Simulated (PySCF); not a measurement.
Gas-phase reaction: 2 SiH₂Cl + 4 SiH₄ → 3 Si₂H₆ + 2 HCl

Computed with PySCF and rigid-rotor harmonic-oscillator thermochemistry at 1 bar. † marks an energy on the PBE0/def2-TZVP geometry and frequencies; other levels use their own. MP2 and CCSD(T) freeze the core. Open shells (unrestricted): SiH₂Cl (multiplicity 2); the rest are closed-shell singlets. SiH₂Cl: computed as isolated molecules; such fragments, hydroxides, amides, oligomers or adducts are transient or little studied in the gas. MP2 isn't extrapolated to the basis-set limit. CCSD(T) isn't extrapolated to the basis-set limit.

```csv
level,"ΔH°(298 K), kJ"
BLYP/def2-TZVP†,___
CCSD(T)/def2-TZVPP†,___
M06-2X/def2-TZVP†,-104
MP2/def2-SVP†,___
MP2/def2-TZVPP†,___
PBE/def2-SVP,-147
r2SCAN/def2-TZVP†,-116
ωB97M-V/def2-TZVP†,-130
```

### Question
Fill in the missing entries.

### Answer

- BLYP/def2-TZVP†, ΔH°(298 K), kJ: -97
- CCSD(T)/def2-TZVPP†, ΔH°(298 K), kJ: -141
- MP2/def2-SVP†, ΔH°(298 K), kJ: -117
- MP2/def2-TZVPP†, ΔH°(298 K), kJ: -122
